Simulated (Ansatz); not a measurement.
**BNH3Cl (SMILES NBCl) at 6 levels**

Wanted: a comparison of 6 runs (HF/3-21G, HF/def2-SVP, B3LYP/6-31G*, wB97X/6-311G**, MP2/def2-TZVP, CCSD(T)/6-31G) of BNH3Cl. 

Program for the calculation: Ansatz 0.2.0.

5 further runs of the same task are left out: 2 for a known fault of the program, 1 that didn't finish, 2 set aside as unsound or not needed.

## 1. Starting point

BNH3Cl: 6 atoms, total charge 0, spin state singlet. As SMILES, `NBCl`. The shape is that of a PBE0-D4/def2-TZVP optimisation.

Bond lengths: N1–B2 1.383 Å, B2–Cl3 1.768 Å, N1–H4 1.005 Å, N1–H5 1.006 Å, B2–H6 1.191 Å. Angles: N1–B2–Cl3 119.7°, N1–B2–H6 121.5°, Cl3–B2–H6 118.8°, B2–N1–H4 122.2°, B2–N1–H5 123.2°, H4–N1–H5 114.7°.

## 2. Energy and gradient at HF/3-21G (run 1)

The input, job.yaml:

```yaml
crystal:
  periodic: [false, false, false]
  atoms:
    - {symbol: N, position_ang: [-0.395600, -0.007800, -0.658000]}
    - {symbol: B, position_ang: [0.369600, -0.158900, 0.483700]}
    - {symbol: Cl, position_ang: [0.529900, 1.189300, 1.616000]}
    - {symbol: H, position_ang: [-0.511800, -0.749300, -1.326600]}
    - {symbol: H, position_ang: [-0.878600, 0.844500, -0.888200]}
    - {symbol: H, position_ang: [0.928800, -1.181900, 0.727100]}
basis:
  gaussian:
    orbitals: 3-21G.json
hamiltonian:
  xc: hf
output: {forces: true, orbitals: {seedname: orbitals}}
accuracy: high
```

The basis set 3-21G is read from a file made from the Basis Set Exchange's data (not shown).

The run is started by

```bash
$ ansatz run job.yaml --threads 1 --pin off --max-ram 2610MiB --events-out events.jsonl --progress --plain --runs-dir runs
```

The log of the run:

```text
Warning: RAYON_NUM_THREADS=1 ignored (pool sized by the plan → 1); use --threads N
Functional definition: HF
  name "HF"
  exchange = exact_x
  correlation = 0
844 factors; integrals over basis functions are off by at most 7.0e-9 eV
mean field evaluation 1: about -14633.4706 eV, gradient 2.3e1 eV
mean field evaluation 2: about -14633.4694 eV, gradient 2.3e1 eV
mean field evaluation 4: about -14634.7415 eV, gradient 2.0e0 eV
mean field evaluation 8: about -14634.7540 eV, gradient 4.5e-5 eV
mean field -14634.75399588 eV, -537.8172895560 hartree, gradient 2.5e-8 eV, S^2 0.000000; 0 other end points of the search recorded, 0 dependent functions left out
the calculation of the forces begins
reference -14634.75399588 eV, -537.8172895560 hartree; 16, 16 occupied and 21, 21 virtual orbitals, 844 factors
Total energy: -14634.75399588 eV, -537.8172895560 hartree
Atom 0 at    -0.395600    -0.007800    -0.658000 Å, force    -0.357208     0.087406    -0.521297 eV/Å
Atom 1 at     0.369600    -0.158900     0.483700 Å, force     0.196991    -1.331466    -0.544044 eV/Å
Atom 2 at     0.529900     1.189300     1.616000 Å, force     0.160987     0.969336     0.888846 eV/Å
Atom 3 at    -0.511800    -0.749300    -1.326600 Å, force     0.039095     0.158030     0.166192 eV/Å
Atom 4 at    -0.878600     0.844500    -0.888200 Å, force     0.088450    -0.191178     0.018755 eV/Å
Atom 5 at     0.928800    -1.181900     0.727100 Å, force    -0.128315     0.307872    -0.008452 eV/Å
Dipole moment:    -0.285249    -0.288508    -0.648713 e Å
```

Run time: 0.36 s. Hardware: 1 thread of Intel Xeon 6975P-C (Granite Rapids), shared host.

## 3. Energy and gradient at HF/def2-SVP (run 2)

The input, job.yaml:

```yaml
crystal:
  periodic: [false, false, false]
  atoms:
    - symbol: N
      position_ang: [-0.395600, -0.007800, -0.658000]
    - symbol: B
      position_ang: [0.369600, -0.158900, 0.483700]
    - symbol: Cl
      position_ang: [0.529900, 1.189300, 1.616000]
    - symbol: H
      position_ang: [-0.511800, -0.749300, -1.326600]
    - symbol: H
      position_ang: [-0.878600, 0.844500, -0.888200]
    - symbol: H
      position_ang: [0.928800, -1.181900, 0.727100]
basis:
  gaussian: {orbitals: def2-SVP}
hamiltonian: {xc: hf}
accuracy: high
output: {forces: true, orbitals: {seedname: orbitals}}
```

The run is started by

```bash
$ ansatz run job.yaml --threads 1 --pin off --max-ram 2610MiB --events-out events.jsonl --progress --plain --runs-dir runs
```

The log of the run:

```text
Warning: RAYON_NUM_THREADS=1 ignored (pool sized by the plan → 1); use --threads N
[... 4 set-up lines as earlier in the session ...]
1361 factors; integrals over basis functions are off by at most 3.8e-9 eV
mean field evaluation 1: about -14699.5911 eV, gradient 2.8e1 eV
mean field evaluation 2: about -14699.5933 eV, gradient 2.8e1 eV
mean field evaluation 4: about -14701.3941 eV, gradient 2.4e0 eV
mean field evaluation 8: about -14701.4156 eV, gradient 6.4e-5 eV
mean field -14701.41556508 eV, -540.2670570391 hartree, gradient 2.7e-8 eV, S^2 0.000000; 0 other end points of the search recorded, 0 dependent functions left out
the calculation of the forces begins
reference -14701.41556508 eV, -540.2670570391 hartree; 16, 16 occupied and 45, 45 virtual orbitals, 1361 factors
Total energy: -14701.41556508 eV, -540.2670570391 hartree
Atom 0 at    -0.395600    -0.007800    -0.658000 Å, force    -0.233281     0.023819    -0.361879 eV/Å
Atom 1 at     0.369600    -0.158900     0.483700 Å, force    -0.049724    -0.234333    -0.233390 eV/Å
Atom 2 at     0.529900     1.189300     1.616000 Å, force     0.055211     0.328433     0.302665 eV/Å
Atom 3 at    -0.511800    -0.749300    -1.326600 Å, force     0.029453     0.256262     0.214242 eV/Å
Atom 4 at    -0.878600     0.844500    -0.888200 Å, force     0.163858    -0.305204     0.067105 eV/Å
Atom 5 at     0.928800    -1.181900     0.727100 Å, force     0.034483    -0.068976     0.011258 eV/Å
Dipole moment:    -0.241106    -0.166599    -0.498315 e Å
```

Wall time 1.2 s (1 thread of Intel Xeon 6975P-C (Granite Rapids), shared host); peak memory 0.14 GiB.

Runs 3 to 5 aren't shown in full; the table further down has their settings and results.

## 4. Energy and gradient at CCSD(T)/6-31G (run 6)

The input, molecule.yaml:

```yaml
basis:
  gaussian: {orbitals: 6-31G}
crystal:
  periodic: [false, false, false]
  atoms:
    - {symbol: N, position_ang: [-0.395600, -0.007800, -0.658000]}
    - {symbol: B, position_ang: [0.369600, -0.158900, 0.483700]}
    - {symbol: Cl, position_ang: [0.529900, 1.189300, 1.616000]}
    - {symbol: H, position_ang: [-0.511800, -0.749300, -1.326600]}
    - {symbol: H, position_ang: [-0.878600, 0.844500, -0.888200]}
    - {symbol: H, position_ang: [0.928800, -1.181900, 0.727100]}
output: {forces: true, orbitals: {seedname: orbitals}}
accuracy: high
scf: {omitted_lower_state_checks: [cluster_reference, increment]}
correlation: {method: ccsd_t, frozen_orbitals: {B: 1, Cl: 5, H: 0, "N": 1}}
```

The run is started by

```bash
$ ansatz run molecule.yaml --threads 1 --pin off --max-ram 2610MiB --events-out events.jsonl --progress --plain --runs-dir runs
```

The log of the run:

```text
Warning: RAYON_NUM_THREADS=1 ignored (pool sized by the plan → 1); use --threads N
[... 4 set-up lines as earlier in the session ...]
these checks for a lower state are left out or cut short: cluster_reference, increment
897 factors; integrals over basis functions are off by at most 4.1e-9 eV
mean field evaluation 1: about -14703.4028 eV, gradient 2.6e1 eV
mean field evaluation 2: about -14703.4044 eV, gradient 2.6e1 eV
mean field evaluation 4: about -14705.0182 eV, gradient 2.1e0 eV
mean field evaluation 8: about -14705.0338 eV, gradient 5.2e-5 eV
mean field -14705.03381597 eV, -540.4000253071 hartree, gradient 3.0e-8 eV, S^2 0.000000; 0 other end points of the search recorded, 0 dependent functions left out
7 core orbitals not correlated: weight in the atoms' cores, before any rotation towards them, 1.000 or more for the frozen orbitals, at most 0.000 for the correlated occupied ones
reference -14705.03381597 eV, -540.4000253071 hartree; 9, 9 occupied and 21, 21 virtual orbitals, 897 factors
second order -5.52764179 eV of doubles, -0.00000000 eV of singles
cycle   1  -5.87830608 eV  change   -3.5e-1 eV  update   7.2e-2
cycle   2  -6.10298469 eV  change   -2.2e-1 eV  update   2.3e-2
cycle   3  -6.15669946 eV  change   -5.4e-2 eV  update   1.1e-2
cycle   4  -6.15602684 eV  change    6.7e-4 eV  update   3.1e-3
cycle   5  -6.15519631 eV  change    8.3e-4 eV  update   8.5e-4
cycle   6  -6.15498359 eV  change    2.1e-4 eV  update   2.8e-4
cycle   7  -6.15493852 eV  change    4.5e-5 eV  update   8.6e-5
cycle   8  -6.15496670 eV  change   -2.8e-5 eV  update   3.2e-5
cycle   9  -6.15497314 eV  change   -6.4e-6 eV  update   8.5e-6
cycle  10  -6.15497224 eV  change    9.0e-7 eV  update   2.5e-6
cycle  11  -6.15497373 eV  change   -1.5e-6 eV  update   6.8e-7
cycle  12  -6.15497396 eV  change   -2.3e-7 eV  update   1.8e-7
cycle  13  -6.15497416 eV  change   -2.0e-7 eV  update   6.2e-8
cycle  14  -6.15497420 eV  change   -3.7e-8 eV  update   2.2e-8
cycle  15  -6.15497365 eV  change    5.5e-7 eV  update   1.3e-7
cycle  16  -6.15497359 eV  change    5.6e-8 eV  update   3.7e-8
cycle  17  -6.15497355 eV  change    4.3e-8 eV  update   1.1e-8
cycle  18  -6.15497355 eV  change    2.9e-9 eV  update   2.6e-9
cycle  19  -6.15497355 eV  change   1.4e-10 eV  update  7.9e-10
perturbative correction -0.14040541 eV, -0.0051598035 hartree
the calculation of the forces begins
Total energy: -14711.32919493 eV, -540.6313762165 hartree
Atom 0 at    -0.395600    -0.007800    -0.658000 Å, force    -0.298829     0.002712    -0.481749 eV/Å
Atom 1 at     0.369600    -0.158900     0.483700 Å, force     0.284372    -1.272698    -0.364191 eV/Å
Atom 2 at     0.529900     1.189300     1.616000 Å, force     0.214145     1.339108     1.214269 eV/Å
Atom 3 at    -0.511800    -0.749300    -1.326600 Å, force    -0.034492    -0.345723    -0.279320 eV/Å
Atom 4 at    -0.878600     0.844500    -0.888200 Å, force    -0.238264     0.399404    -0.127835 eV/Å
Atom 5 at     0.928800    -1.181900     0.727100 Å, force     0.073069    -0.122803     0.038826 eV/Å
Dipole moment:    -0.291340    -0.217798    -0.612829 e Å
Checks for a lower state left out: cluster_reference, increment
```

It took 1.6 s on 1 thread of Intel Xeon 6975P-C (Granite Rapids), shared host; peak memory 0.14 GiB.

## 5. The series

| run | level | task | accuracy | energy (Eh) | dipole moment (D) | HOMO energy (eV) | LUMO energy (eV) | wall time |
| --- | --- | --- | --- | --- | --- | --- | --- | --- |
| 1 | HF/3-21G | gradient | high | -537.817290 | 3.68 | -11.70 | 4.41 | 0.36 s |
| 2 | HF/def2-SVP | gradient | high | -540.267057 | 2.78 | -11.58 | 4.31 | 1.2 s |
| 3 | B3LYP/6-31G* (spherical functions) | gradient | high | -541.685583 | 3.00 | -7.89 | 0.46 | 2 s |
| 4 | wB97X/6-311G** | gradient | high | -541.703024 | 3.06 | -10.86 | 2.59 | 9 s |
| 5 | MP2/def2-TZVP (sfX2C) | energy | medium | -542.292898 | – | -11.70 | 3.29 | 0.78 s |
| 6 | CCSD(T)/6-31G | gradient | high | -540.631376 | 3.42 | -11.71 | 4.30 | 1.6 s |

## 6. What came out

| quantity | value |
| --- | --- |
| run 6: total energy | -540.63138 Eh |
| run 6: dipole moment (correlated density) | 3.42 D |
| run 6: HOMO energy (Hartree–Fock orbitals) | -11.71 eV |
| run 6: LUMO energy (Hartree–Fock orbitals) | 4.30 eV |
| run 6: HOMO–LUMO gap (Hartree–Fock orbitals) | 16.01 eV |
| run 6: correlation energy (7 core orbitals frozen) | -231.4 mEh |
| run 6: (T) correction | -5.16 mEh |
| run 6: T1 diagnostic | 0.014 |
| run 6: largest force on an atom | 1.820 eV/Å |

What this shows: Over runs 1, 2, 3, 4, 6 the dipole moment (its size) runs from 2.78 D (HF/def2-SVP) to 3.68 D (HF/3-21G). Over runs 1, 2, 3, 4 the HOMO–LUMO gap runs from 8.35 eV (B3LYP/6-31G*) to 16.11 eV (HF/3-21G). The two ends differ in method and basis. Totals of different functionals can't be ranked against each other. Some runs of one species differ in core potentials or relativity; totals across that change don't compare. All runs together took 15 s, the longest 9 s.
